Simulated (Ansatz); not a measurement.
```yaml
crystal:
  periodic: [false, false, false]
  atoms:
    - {symbol: Fe, position_ang: [0.000000, 0.000000, 0.000000]}
    - {symbol: Cl, position_ang: [0.000000, 0.000000, 2.340000]}
basis:
  gaussian: {orbitals: def2-TZVP}
magnetization: {spin_polarized: true, initial_magnetization: 1}
hamiltonian: {xc: pbe0}
relax: {f_tol: 0.004, max_steps: 80}
```

```sh
$ ansatz run in.yaml --threads 1 --pin off --events-out ev --progress --plain --max-ram 2176MiB
```

Steps of the relaxation (energy above the last step; positions in Å, forces in eV/Å):

```
2
step 1, 279.1 meV
Fe    0.000    0.000    0.000    0.000    0.000    1.919
Cl    0.000    0.000    2.340    0.000    0.000   -1.919
```

```
2
step 2, 35.2 meV
Fe    0.000    0.000    0.083    0.000    0.000    0.865
Cl    0.000    0.000    2.257    0.000    0.000   -0.865
```

```
2
step 3, 7.4 meV
Fe    0.000    0.000    0.138    0.000    0.000   -0.468
Cl    0.000    0.000    2.202    0.000    0.000    0.468
```

```
2
step 5, 0.0 meV
Fe    0.000    0.000    0.121    0.000    0.000    0.002
Cl    0.000    0.000    2.219    0.000    0.000   -0.002
```

Close pairs at the end: Fe1–Cl2 2.097 Å.

A stationary point of unrestricted PBE0 after 5 steps, with ⟨S²⟩ = 1.817 against 0.75 for a pure state. 3.2 min on 1 thread of Arm Neoverse V1, shared host.
